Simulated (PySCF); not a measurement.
Cyanate anion, CNO (charge -1).
SMILES: `[N-]=C=O`

All values: PBE0/pcSseg-1 (PySCF, non-relativistic), on one gas-phase PBE0-D3(BJ)/def2-SVP geometry that isn't relaxed in the solvent. The solvent is an IEF-PCM continuum (Bondi radii, 1.10 Å for H, scaled by 1.2). Only the electrostatic response of the medium enters.

```csv
run,E − E(gas) (kcal/mol),HOMO (eV),HOMO–LUMO gap (eV)
gas,0.00,-0.49,10.32
P,-59.59,-5.62,10.36
Q,-54.23,-5.16,10.35
```

The runs were made in chloroform and tetrahydrofuran. Which run belongs to which solvent?

P = tetrahydrofuran, Q = chloroform. The dielectric constants are 4.711 (chloroform), 7.426 (tetrahydrofuran), and the energy falls further as ε rises. In this model the ground state sees the solvent through ε alone.

How constant is the ratio of the lowering to 1 − 1/ε?

```csv
solvent,1 − 1/ε,E − E(gas) (kcal/mol),ratio (kcal/mol),polarisation term (kcal/mol)
chloroform,0.788,-54.23,-68.8,-54.35
tetrahydrofuran,0.865,-59.59,-68.9,-59.76
```

The ratio changes by 0.0 % in size from chloroform to tetrahydrofuran. The polarisation term is half the interaction of the solute with the induced surface charges.
